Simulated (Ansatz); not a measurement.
This Ansatz (a quantum-chemistry and plane-wave program) input (CCSD(T)/6-311++G(3df,3pd)) gives -958.01847 Eh with 151 basis functions. A basis named .json is the Basis Set Exchange file of that set (core-valence sets with the plain set on hydrogen).

Ansatz 0.2 input:
```yaml
crystal:
  periodic: [false, false, false]
  atoms:
    - {symbol: C, position_ang: [0.15843431, -0.00360145, 0.66878908]}
    - {symbol: Cl, position_ang: [-0.06875929, 1.47284799, -0.15074332]}
    - {symbol: Cl, position_ang: [-0.03583858, -1.47140540, -0.17439705]}
    - {symbol: H, position_ang: [0.82755792, -0.00291530, 1.51465181]}
basis:
  gaussian:
    orbitals: 6-311++G_3df_3pd_.json
magnetization: {spin_polarized: true, initial_magnetization: 1}
correlation: {method: ccsd_t, electrons: outside_noble_gas}
```

Change:
```diff
- orbitals: 6-311++G_3df_3pd_.json
+ orbitals: def2-QZVPPD.json
```

Q: What does the run give now?

A: -958.09732 Eh (CCSD(T)/def2-QZVPPD, 254 functions), a change of -78.85 mEh.
